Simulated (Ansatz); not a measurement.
# [B2H5]− (SMILES B[BH3-]) at CCSD(T)/STO-3G

What is the energy change on altering one bond length of [B2H5]− at CCSD(T)/STO-3G? 

The calculation is run with Ansatz 0.2.0.

1 further run of the same task is left out (set aside as unsound or not needed).

## (1) The structure to begin with

[B2H5]−: 7 atoms, total charge -1, spin state singlet. As SMILES, `B[BH3-]`. The shape is that of a GFN2-xTB optimisation.

Bond lengths: B1–B2 1.680 Å, B1–H3 1.204 Å, B1–H4 1.203 Å, B2–H5 1.241 Å, B2–H6 1.241 Å, B2–H7 1.240 Å. Angles: B1–B2–H5 110.6°, B1–B2–H6 110.4°, B1–B2–H7 115.9°, B2–B1–H3 126.5°, B2–B1–H4 123.5°, H5–B2–H6 105.3°, H5–B2–H7 107.0°, H6–B2–H7 107.0°, H3–B1–H4 110.0°.

## (2) A single-point energy at CCSD(T)/STO-3G

Input file in.yaml:

```yaml
crystal:
  periodic: [false, false, false]
  atoms:
    - symbol: B
      position_ang: [0.210010, -0.813600, 0.474350]
    - symbol: B
      position_ang: [-0.119910, 0.613520, -0.349380]
    - symbol: H
      position_ang: [1.262150, -1.128320, 0.968990]
    - symbol: H
      position_ang: [-0.606320, -1.678230, 0.657480]
    - symbol: H
      position_ang: [-0.531530, 0.371570, -1.495060]
    - symbol: H
      position_ang: [-1.042200, 1.230100, 0.207460]
    - symbol: H
      position_ang: [0.827810, 1.404960, -0.463840]
basis:
  gaussian:
    orbitals: STO-3G
accuracy: high
total_charge: -1
scf:
  omitted_lower_state_checks: [cluster_reference, increment]
correlation:
  method: ccsd_t
  frozen_orbitals: {B: 1, H: 0}
```

Command:

```console
$ ansatz run in.yaml --threads 1 --pin off --max-ram 2610MiB --events-out events.jsonl --progress --plain --runs-dir runs
```

Log (excerpt; [...] marks lines left out):

```text
Warning: RAYON_NUM_THREADS=1 ignored (pool sized by the plan → 1); use --threads N
Functional definition: HF
  name "HF"
[...]
253 factors; integrals over basis functions are off by at most 2.6e-8 eV
[...]
mean field -1400.82756128 eV, -51.4794633621 hartree, gradient 8.7e-8 eV, S^2 0.000000; 0 other end points of the search recorded, 0 dependent functions left out
2 core orbitals not correlated: weight in the atoms' cores, before any rotation towards them, 1.000 or more for the frozen orbitals, at most 0.000 for the correlated occupied ones
reference -1400.82756128 eV, -51.4794633621 hartree; 6, 6 occupied and 7, 7 virtual orbitals, 253 factors
second order -2.11860165 eV of doubles, -0.00000000 eV of singles
cycle   1  -2.69500250 eV  change   -5.8e-1 eV  update   5.9e-2
[...]
cycle  20  -2.99836624 eV  change  -8.8e-10 eV  update  4.2e-10
perturbative correction -0.02420281 eV, -0.0008894368 hartree
Total energy: -1403.85013033 eV, -51.5905407258 hartree
Checks for a lower state left out: cluster_reference, increment
```

Run time: 0.12 s. Hardware: 1 thread of Arm Neoverse V1, shared host.

## (3) The distorted shape at the same level

Input file molecule.yaml:

```yaml
basis:
  gaussian:
    orbitals: STO-3G
crystal:
  periodic: [false, false, false]
  atoms:
    - {symbol: B, position_ang: [0.414086, -0.597449, 0.428569]}
    - {symbol: B, position_ang: [0.084166, 0.829671, -0.395161]}
    - {symbol: H, position_ang: [1.466226, -0.912169, 0.923209]}
    - {symbol: H, position_ang: [-0.606320, -1.678230, 0.657480]}
    - {symbol: H, position_ang: [-0.327454, 0.587721, -1.540841]}
    - {symbol: H, position_ang: [-0.838124, 1.446251, 0.161679]}
    - {symbol: H, position_ang: [1.031886, 1.621111, -0.509621]}
accuracy: high
correlation:
  method: ccsd_t
  frozen_orbitals: {B: 1, H: 0}
scf:
  omitted_lower_state_checks: [cluster_reference, increment]
total_charge: -1
```

Command:

```console
$ ansatz run molecule.yaml --threads 1 --pin off --max-ram 2610MiB --events-out events.jsonl --progress --plain --runs-dir runs
```

Log (excerpt; [...] marks lines left out):

```text
Warning: RAYON_NUM_THREADS=1 ignored (pool sized by the plan → 1); use --threads N
[... 2 set-up lines as earlier in the session ...]
[...]
252 factors; integrals over basis functions are off by at most 2.9e-8 eV
[...]
mean field -1399.67715207 eV, -51.4371866034 hartree, gradient 6.2e-9 eV, S^2 0.000000; 0 other end points of the search recorded, 0 dependent functions left out
2 core orbitals not correlated: weight in the atoms' cores, before any rotation towards them, 1.000 or more for the frozen orbitals, at most 0.000 for the correlated occupied ones
reference -1399.67715207 eV, -51.4371866034 hartree; 6, 6 occupied and 7, 7 virtual orbitals, 252 factors
second order -2.30476033 eV of doubles, -0.00000000 eV of singles
cycle   1  -2.94443268 eV  change   -6.4e-1 eV  update   6.6e-2
[...]
cycle  20  -3.29911665 eV  change  -5.1e-10 eV  update  8.6e-10
perturbative correction -0.02973707 eV, -0.0010928172 hartree
Total energy: -1403.00600580 eV, -51.5595197214 hartree
Checks for a lower state left out: cluster_reference, increment
```

It took 0.12 s on 1 thread of Arm Neoverse V1, shared host.

## (4) What came out

At CCSD(T)/STO-3G, 2 core orbitals frozen:

| quantity | value |
| --- | --- |
| first shape: total energy | -51.59054 Eh |
| first shape: correlation energy (2 core orbitals frozen) | -111.1 mEh |
| first shape: (T) correction | -0.89 mEh |
| first shape: T1 diagnostic | 0.009 |
| distorted shape: total energy | -51.55952 Eh |
| distorted shape: correlation energy (2 core orbitals frozen) | -122.3 mEh |
| distorted shape: (T) correction | -1.09 mEh |
| distorted shape: T1 diagnostic | 0.010 |
| energy change with the B1–H4 bond stretched from 1.203 to 1.504 Å | 0.844 eV |

In words: With the B1–H4 bond stretched from 1.203 to 1.504 Å the energy rises by 0.84 eV (19.5 kcal/mol). The first shape isn't relaxed at this level, so the change isn't measured from a minimum. The minimal basis adds a large error of its own. The triples (first shape) make up 0.8 % of the correlation energy. The triples (distorted shape) make up 0.9 % of the correlation energy.
